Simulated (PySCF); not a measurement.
## Frontier levels across methods

Oxonium, H3O (charge +1).
Cartesian coordinates in Å at the PBE0-D3(BJ)/def2-SVP level; atoms count from 1:
```xyz
4
H3O angstrom
O      0.0074   -0.0028    0.1934
H     -0.5809   -0.7349   -0.0922
H     -0.3430    0.8803   -0.0532
H      0.9370   -0.1331   -0.0936
```

Basis pcSseg-2 throughout (PySCF), one geometry. Isolated species at its PBE0-D3(BJ)/def2-SVP geometry, gas phase.

Problem. How do the orbital energies and the gap change with the method?

Solution. 
```json
{"method": "BLYP", "kind": "GGA", "HOMO (eV)": "-18.59", "LUMO (eV)": "-8.38", "gap (eV)": "10.21", "SCF cycles": "10"}
{"method": "PBE", "kind": "GGA", "HOMO (eV)": "-18.66", "LUMO (eV)": "-8.21", "gap (eV)": "10.45", "SCF cycles": "10"}
{"method": "OPBE", "kind": "GGA", "HOMO (eV)": "-18.72", "LUMO (eV)": "-8.17", "gap (eV)": "10.55", "SCF cycles": "10"}
{"method": "LDA", "kind": "LDA", "HOMO (eV)": "-18.72", "LUMO (eV)": "-8.14", "gap (eV)": "10.58", "SCF cycles": "11"}
{"method": "B97-D", "kind": "GGA", "HOMO (eV)": "-18.74", "LUMO (eV)": "-8.11", "gap (eV)": "10.63", "SCF cycles": "10"}
{"method": "BP86", "kind": "GGA", "HOMO (eV)": "-18.75", "LUMO (eV)": "-8.07", "gap (eV)": "10.69", "SCF cycles": "11"}
{"method": "KT2", "kind": "GGA", "HOMO (eV)": "-18.84", "LUMO (eV)": "-8.20", "gap (eV)": "10.65", "SCF cycles": "10"}
{"method": "KT3", "kind": "GGA", "HOMO (eV)": "-18.96", "LUMO (eV)": "-8.58", "gap (eV)": "10.38", "SCF cycles": "10"}
{"method": "B3LYP", "kind": "global hybrid", "HOMO (eV)": "-20.38", "LUMO (eV)": "-7.70", "gap (eV)": "12.68", "SCF cycles": "10"}
{"method": "B97-2", "kind": "global hybrid", "HOMO (eV)": "-20.38", "LUMO (eV)": "-7.24", "gap (eV)": "13.14", "SCF cycles": "10"}
{"method": "PBE0", "kind": "global hybrid", "HOMO (eV)": "-20.69", "LUMO (eV)": "-7.20", "gap (eV)": "13.50", "SCF cycles": "10"}
{"method": "mPW1PW91", "kind": "global hybrid", "HOMO (eV)": "-20.74", "LUMO (eV)": "-7.23", "gap (eV)": "13.51", "SCF cycles": "10"}
{"method": "CAM-B3LYP", "kind": "range-separated hybrid", "HOMO (eV)": "-22.28", "LUMO (eV)": "-6.46", "gap (eV)": "15.82", "SCF cycles": "10"}
{"method": "wB97X-D", "kind": "range-separated hybrid", "HOMO (eV)": "-22.67", "LUMO (eV)": "-5.18", "gap (eV)": "17.49", "SCF cycles": "10"}
{"method": "BHandHLYP", "kind": "global hybrid", "HOMO (eV)": "-22.67", "LUMO (eV)": "-6.58", "gap (eV)": "16.09", "SCF cycles": "10"}
{"method": "LC-wPBE", "kind": "range-separated hybrid", "HOMO (eV)": "-23.71", "LUMO (eV)": "-5.01", "gap (eV)": "18.70", "SCF cycles": "11"}
{"method": "HF", "kind": "Hartree–Fock", "HOMO (eV)": "-25.89", "LUMO (eV)": "-4.39", "gap (eV)": "21.50", "SCF cycles": "9"}
```

The HOMO spans 7.30 eV, from BLYP down to HF, and the gap runs from 10.21 eV (BLYP) to 21.50 eV (HF). Over the methods BLYP (0 %), PBE (0 %), OPBE (0 %), LDA (0 %), B97-D (0 %), BP86 (0 %), KT2 (0 %), KT3 (0 %), B3LYP (20 %), B97-2 (21 %), PBE0 (25 %), mPW1PW91 (25 %), BHandHLYP (50 %), HF (100 %), a straight line through the gap against the share of exact exchange rises by 1.11 eV for each 10 % (correlation coefficient 0.999).

The vertical ΔSCF ionisation energy at CAM-B3LYP/def2-SVPD is 24.87 eV; −ε(HOMO) comes closest to it with HF (25.89 eV).
